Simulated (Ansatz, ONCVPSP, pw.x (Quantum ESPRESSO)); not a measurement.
**Equation-of-state test of one ONCV potential (Si (Z = 14))**

- Element: Si (Z = 14)
- Generator: ONCVPSP 4.0.1.1 (patched build)
- Type: optimised norm-conserving Vanderbilt (ONCV)
- Functional: PBE
- Relativity: scalar-relativistic
- Frozen core: [Ne]
- Valence charge: 4
- Reference configuration: 3s2 3p2
- Partial waves: 3s: rc 1.72 bohr, ncon 3, nbas 6, qcut 5 1/bohr, 2 projectors, debl 2 Ha; 3p: rc 1.84 bohr, ncon 4, nbas 9, qcut 5.2 1/bohr, 2 projectors, debl 3.9 Ha; d scattering state at 0.09 Ha: rc 1.66 bohr, ncon 4, nbas 9, qcut 6.1 1/bohr, 3 projectors, debl 2.1 Ha
- Local potential: polynomial inside 1.62 bohr (lpopt 3, dvloc0 0 Ha)
- Core correction: Teter function, fcfact 3.5, rcfact 1.6

Crystal test: diamond Si in pw.x 7.5, no spin, 8³ k-points, Fermi–Dirac smearing 0.01 Ry, cutoffs 50/200 Ry. The reference is all-electron LAPW (Ansatz 0.2.0) with the same functional, mesh and smearing; V0 and B0 come from Birch–Murnaghan fits to the pressures at five volumes. Errors are pseudo minus all-electron; Δ is the rms difference of the E(V) curves that follow from these fits, minima aligned, over ±6 % about the mean V0. Mesh and smearing are coarse, so the numbers serve the comparison and aren't converged zero-temperature values; the lattice is a test structure that the element need not adopt.

| V (Å³/atom) | P all-electron (GPa) | P pseudo (GPa) |
| --- | --- | --- |
| 19.440 | 5.01 | 4.59 |
| 19.951 | 2.31 | 1.88 |
| 20.463 | -0.05 | -0.49 |
| 20.975 | -2.12 | -2.56 |
| 21.486 | -3.93 | -4.37 |

All-electron: a0 = 5.469 Å (V0 = 20.45 Å³/atom), B0 = 88.5 GPa.

Pseudopotential: mean pressure error (GPa): -0.43; a0 (Å): 5.460; a0 error (%): -0.16; B0 error (%): +2.4; Δ (meV/atom): 1.9.

Problem. At the middle volume, how do free energy and pressure move when the wave cutoff is lowered (ecutrho kept at four times it)?

Solution.

| cutoff (Ry) | shift of F (meV/atom) | shift of P (GPa) |
| --- | --- | --- |
| 22 | +9.6 | -0.25 |
| 30 | +1.1 | -0.03 |
| 40 | +0.0 | +0.00 |

The run at the middle volume (29 k-points, 7 iterations) took about 5.1 s on one core of a shared host (Intel(R) Xeon(R) 6975P-C, 192 threads, 756 GiB, load 25).
